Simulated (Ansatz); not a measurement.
Dissociation curve of BeH, doublet.

UKS-PBE = unrestricted PBE/cc-pVDZ (Ansatz, an electronic-structure program); UKS-CAM-B3LYP = unrestricted CAM-B3LYP/cc-pVDZ in Ansatz; FCI = full CI/cc-pVDZ, frozen core run with Ansatz.

Energies relative to the lowest point of each curve near equilibrium, in kJ/mol; the last columns give the error against full CI:

```json
[
 {"R / Å": "1.09", "UKS-PBE": "75.1", "UKS-CAM-B3LYP": "70.1", "FCI": "73.4", "UKS-PBE − FCI": "1.6", "UKS-CAM-B3LYP − FCI": "-3.4"},
 {"R / Å": "1.14", "UKS-PBE": "46.5", "UKS-CAM-B3LYP": "42.4", "FCI": "44.8", "UKS-PBE − FCI": "1.7", "UKS-CAM-B3LYP − FCI": "-2.4"},
 {"R / Å": "1.23", "UKS-PBE": "14.8", "UKS-CAM-B3LYP": "12.3", "FCI": "13.5", "UKS-PBE − FCI": "1.4", "UKS-CAM-B3LYP − FCI": "-1.2"},
 {"R / Å": "1.28", "UKS-PBE": "5.6", "UKS-CAM-B3LYP": "4.1", "FCI": "4.7", "UKS-PBE − FCI": "0.9", "UKS-CAM-B3LYP − FCI": "-0.6"},
 {"R / Å": "1.33", "UKS-PBE": "1.0", "UKS-CAM-B3LYP": "0.4", "FCI": "0.6", "UKS-PBE − FCI": "0.4", "UKS-CAM-B3LYP − FCI": "-0.2"},
 {"R / Å": "1.36", "UKS-PBE": "0.0", "UKS-CAM-B3LYP": "0.0", "FCI": "0.0", "UKS-PBE − FCI": "0.0", "UKS-CAM-B3LYP − FCI": "0.0"},
 {"R / Å": "1.39", "UKS-PBE": "0.2", "UKS-CAM-B3LYP": "0.8", "FCI": "0.6", "UKS-PBE − FCI": "-0.4", "UKS-CAM-B3LYP − FCI": "0.2"},
 {"R / Å": "1.43", "UKS-PBE": "2.0", "UKS-CAM-B3LYP": "3.4", "FCI": "3.0", "UKS-PBE − FCI": "-1.0", "UKS-CAM-B3LYP − FCI": "0.5"},
 {"R / Å": "1.51", "UKS-PBE": "10.0", "UKS-CAM-B3LYP": "13.1", "FCI": "12.2", "UKS-PBE − FCI": "-2.2", "UKS-CAM-B3LYP − FCI": "1.0"},
 {"R / Å": "1.57", "UKS-PBE": "18.9", "UKS-CAM-B3LYP": "23.3", "FCI": "21.9", "UKS-PBE − FCI": "-3.1", "UKS-CAM-B3LYP − FCI": "1.4"},
 {"R / Å": "1.66", "UKS-PBE": "35.3", "UKS-CAM-B3LYP": "41.7", "FCI": "39.6", "UKS-PBE − FCI": "-4.3", "UKS-CAM-B3LYP − FCI": "2.1"},
 {"R / Å": "1.83", "UKS-PBE": "71.7", "UKS-CAM-B3LYP": "81.8", "FCI": "77.7", "UKS-PBE − FCI": "-5.9", "UKS-CAM-B3LYP − FCI": "4.2"},
 {"R / Å": "2.07", "UKS-PBE": "124.0", "UKS-CAM-B3LYP": "137.9", "FCI": "128.9", "UKS-PBE − FCI": "-4.9", "UKS-CAM-B3LYP − FCI": "9.0"},
 {"R / Å": "2.22", "UKS-PBE": "152.4", "UKS-CAM-B3LYP": "166.8", "FCI": "153.8", "UKS-PBE − FCI": "-1.5", "UKS-CAM-B3LYP − FCI": "12.9"},
 {"R / Å": "2.47", "UKS-PBE": "187.8", "UKS-CAM-B3LYP": "200.1", "FCI": "179.0", "UKS-PBE − FCI": "8.8", "UKS-CAM-B3LYP − FCI": "21.1"},
 {"R / Å": "2.73", "UKS-PBE": "209.2", "UKS-CAM-B3LYP": "218.7", "FCI": "188.7", "UKS-PBE − FCI": "20.5", "UKS-CAM-B3LYP − FCI": "30.0"},
 {"R / Å": "2.96", "UKS-PBE": "218.4", "UKS-CAM-B3LYP": "226.6", "FCI": "190.8", "UKS-PBE − FCI": "27.6", "UKS-CAM-B3LYP − FCI": "35.8"},
 {"R / Å": "3.26", "UKS-PBE": "222.9", "UKS-CAM-B3LYP": "231.1", "FCI": "191.0", "UKS-PBE − FCI": "31.9", "UKS-CAM-B3LYP − FCI": "40.2"},
 {"R / Å": "3.71", "UKS-PBE": "224.5", "UKS-CAM-B3LYP": "233.3", "FCI": "190.4", "UKS-PBE − FCI": "34.1", "UKS-CAM-B3LYP − FCI": "42.9"},
 {"R / Å": "4.08", "UKS-PBE": "224.9", "UKS-CAM-B3LYP": "233.9", "FCI": "190.2", "UKS-PBE − FCI": "34.8", "UKS-CAM-B3LYP − FCI": "43.8"},
 {"R / Å": "4.73", "UKS-PBE": "225.3", "UKS-CAM-B3LYP": "234.3", "FCI": "190.1", "UKS-PBE − FCI": "35.3", "UKS-CAM-B3LYP − FCI": "44.3"},
 {"R / Å": "5.37", "UKS-PBE": "225.5", "UKS-CAM-B3LYP": "234.5", "FCI": "190.1", "UKS-PBE − FCI": "35.5", "UKS-CAM-B3LYP − FCI": "44.4"}
]
```

UKS-PBE is furthest from FCI at 5.37 (35.5 kJ/mol, above); its mean absolute error over the points is 11.7 kJ/mol.

UKS-CAM-B3LYP is furthest from FCI at 5.37 (44.4 kJ/mol, above); its mean absolute error over the points is 15.5 kJ/mol.
